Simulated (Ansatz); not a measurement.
[BH4]- (BH₄⁻) was relaxed with PBE0-D4 (def2-TZVPD) in Ansatz in these states: charge -1 singlet, neutral doublet. The geometries follow in no particular order.

A:

```xyz
5

B     0.0000    0.0000    0.0000
H     1.1869    0.3519    0.0645
H    -0.6962    0.7678    0.6800
H    -0.1128   -1.1551    0.4355
H    -0.3779    0.0354   -1.1801
```

B:

```xyz
5

B     0.192    0.123   -0.141
H    -0.624   -0.828    0.153
H     1.303   -0.102    0.211
H    -0.674   -0.003    0.805
H    -0.197    0.809   -1.027
```

**Question.** Judge from the bond lengths which geometry belongs to which state (an estimate).

**Answer.** A is the charge -1 singlet (B1–H5 1.240 Å, B1–H3 1.240 Å, B1–H4 1.240 Å); B is the neutral doublet (B1–H5 1.186 Å, B1–H3 1.187 Å, B1–H4 1.289 Å).
